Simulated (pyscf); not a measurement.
## Substitution at Sn: SnH₄ + CH₃• → H₃C–SnH₃ + H•

Gas phase, doublet surface, charge 0. Bonds broken: Sn1–H2. Bonds formed: Sn1–C6. Single points on ωB97X-D3(BJ)/def2-SVP structures (PySCF, gas phase). MP2 and CC: frozen core, UHF for open shells. ΔMP2 is the change of the MP2 total energy from the triple- to the quadruple-zeta basis.

Transition state (Å):

```xyz
9

Sn    -0.9253    -0.2843     0.2712
H     -1.6622    -1.2298     1.7045
H     -0.6539    -1.8224    -0.4464
H     -2.4689     0.4577     0.1255
H      0.2039     0.3279     1.4133
C     -0.0370     0.8574    -1.4591
H      1.0054     0.5297    -1.5626
H     -0.6297     0.6101    -2.3492
H     -0.1036     1.9247    -1.2116
```

One imaginary mode, 594i cm⁻¹; descent along it reached the two sides named.

| bond | change | reactant side (Å) | saddle | product side |
|---|---|---|---|---|
| Sn1–H2 | breaks | 1.712 | 1.869 | 3.8 |
| Sn1–C6 | forms | 3.4 | 2.255 | 2.143 |

Electronic energies relative to the separated reactants (kcal/mol):

```tsv
level	barrier	reaction energy	reverse barrier
ωB97X-D3(BJ)/def2-TZVP	14.6	+4.9	9.8
PBE/def2-TZVP	6.6	+5.7	0.9
r²SCAN/def2-TZVP	10.5	+10.7	-0.2
B3LYP-D3(BJ)/def2-TZVP	12.2	+10.1	2.1
PBE0-D3(BJ)/def2-TZVP	11.0	+6.0	4.9
M06-2X/def2-TZVP	14.2	+4.9	9.3
ωB97M-D3(BJ)/def2-TZVP	16.7	+7.6	9.1
HF/def2-TZVP	39.4	+14.0	25.4
MP2/def2-QZVPP	13.5	+0.7	12.8
CCSD/def2-TZVPP	20.0	+9.6	10.4
CCSD(T)/def2-TZVPP	16.4	+7.6	8.9
CCSD(T)/def2-TZVPP + ΔMP2(QZVPP)	14.6	+6.7	7.9
```

With CCSD(T)/def2-TZVPP + ΔMP2(QZVPP) energies and thermal terms (ideal gas, 1 atm, RRHO with modes under 100 cm⁻¹ raised to 100, one conformer, R ln 2 for chiral ones without a mode under 150 cm⁻¹), in kcal/mol:

```csv
T (K),ΔH‡,ΔG‡,ΔH,ΔG
298,14.8,23.2,+6.9,+8.7
600,15.1,31.6,+7.6,+10.2
900,15.7,39.8,+8.5,+11.4
1200,16.3,47.7,+9.5,+12.2
```

At r²SCAN this geometry lies under the product side: in single points on another level's saddle the reverse barrier vanishes, and the forward threshold there is about the reaction energy. The same reactants have a lower exit, to SnH₃• + CH₄ (barrier +3.1 kcal/mol at ωB97M-D3(BJ)/def2-TZVP, against +16.7 kcal/mol here). One saddle was located; it need not be the lowest between these sides. The angle at the attacked Sn is 180°. The CCSD(T) − MP2 part came from Ansatz, without density fitting, on the same reference. The frozen core leaves the outer d or s,p core shells of the metals and heavy elements correlated in the MP2 and CC values, and def2-TZVPP describes them poorly, which can shift differences by a few kcal/mol. Elements past Kr carry the def2 core potentials, without spin-orbit coupling.
